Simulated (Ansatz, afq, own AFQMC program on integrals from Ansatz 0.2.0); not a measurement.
Integrals from Ansatz 0.2.0, then the random walk in our own AFQMC program (afq).

```yaml
crystal:
  periodic: [false, false, false]
  atoms:
    - {symbol: Ga, position_ang: [0.000011, -0.274849, 2.291206]}
    - {symbol: B, position_ang: [-0.000037, -0.297198, 0.062683]}
    - {symbol: P, position_ang: [0.000017, -0.321389, -1.646823]}
    - {symbol: H, position_ang: [0.000009, 0.893437, -0.707065]}
basis:
  gaussian: {orbitals: cc-pVDZ}
magnetization: {spin_polarized: true, initial_magnetization: 0}
correlation: {method: ccsd_t, electrons: outside_noble_gas, hamiltonian_folder: ham}
```

```sh
$ ansatz run in.yaml --threads 1 --pin off --events-out ev --progress --plain --max-ram 1843MiB
```

afq runs on the folder ham with

```
--method free --trial cisd --walkers 60 --time-step 0.03 --max-blocks 80 --target-error 0.00042 --factor-cut 1e-05 --seed 2621 --times 0,0.21,0.42,0.81,1.2,1.8,2.4,3 --taylor-order 8
```

Times are imaginary, in 1/Eh. The walk had a cap of 894 s. Filled inner d shells are frozen with the cores.

Log:

```
orbitals 44  electrons 6 6  factors 357 of 692
reference energy -2289.14935333 Eh
CCSD correlation -0.27499485 Eh in 13 cycles, weight of the determinant in the CISD state 0.8172
repeat  energy at the last time / Eh  error
    10  -2289.438465  0.001770
    20  -2289.439778  0.001546
    30  -2289.439639  0.001189
    40  -2289.439949  0.001026
    50  -2289.439325  0.000885
    60  -2289.439129  0.000832
    70  -2289.439540  0.000784
    80  -2289.440099  0.000789
time / (1/Eh)  energy / Eh  error  mean overlap
  0.00  -2289.423632  0.000224  1.2205
  0.21  -2289.429009  0.000261  1.2182
  0.42  -2289.432507  0.000309  1.2110
  0.81  -2289.435154  0.000396  1.2225
  1.20  -2289.436623  0.000508  1.2274
  1.80  -2289.438173  0.000515  1.2264
  2.40  -2289.439416  0.000744  1.2174
  3.00  -2289.440099  0.000789  1.1986
energy -2289.440099 +/- 0.000789 Eh
```

The run passed its tests (error under three times the target), which doesn't prove that it has relaxed.

Against this walk (error 21.5 meV) on the same determinant: CCSD(T) 70.7 meV higher, CCSDT(Q) 12.9 meV higher (within the noise). The error is statistical, and a free projection of finite length keeps a remainder of its start. The last points still move (meV from the last: 135 ± 11 at 0.81, 95 ± 14 at 1.20, 52 ± 14 at 1.80, 19 ± 20 at 2.40, 0 ± 21 at 3.00), but the last one has reached CCSDT(Q) within the noise or passed it, so little can be left to fall.

Cautions: remainder of the start not in the error; error above the target (21.5 against 11.4 meV); no relativity below Rb; no spin-orbit coupling; inner d shell frozen; higher spins were not checked; the determinant is a saddle point among determinants of its kind; raised T1 diagnostic (T1 0.021, weight of the determinant 0.82, largest double 0.08).

The walk took 5.4 min on 1 thread of Intel(R) Xeon(R) 6975P-C (Granite Rapids), on a shared host. The log's last line is the free-projection energy.

CCSDT and higher add their correlation energy to the determinant of the CCSD(T) run, since their own runs factorise the integrals more tightly (a shift of under 2 meV).
